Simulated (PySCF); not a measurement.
Stepwise substitution at one centre (B Cl-Br). Isolated molecules, 0 K electronic values unless said otherwise. Strings in code marks are SMILES.

Method: PBE-D3(BJ)/def2-TZVP // PBE0-D4/def2-TZVP (PySCF). All candidates: neutral, multiplicity 1. Excitations are Tamm–Dancoff values on a coarser integration grid. The basis has no diffuse functions, so Rydberg states are missing or too high.

```
Property              Result
-------------------  -------
S1 excitation (TDA)  4.39 eV
T1 excitation (TDA)  4.22 eV
dipole moment         0.02 D
```

Question: Identify which member has these values.
A) `ClB(Cl)Cl`
B) `ClB(Cl)Br`
C) `BrB(Br)Br`
D) `ClB(Br)Br`

Answer: D, `ClB(Br)Br`. The others give `ClB(Cl)Br`: 4.67 eV, 4.50 eV, 0.03 D; `ClB(Cl)Cl`: 5.12 eV, 4.93 eV, 0.00 D; `BrB(Br)Br`: 4.17 eV, 4.00 eV, 0.00 D
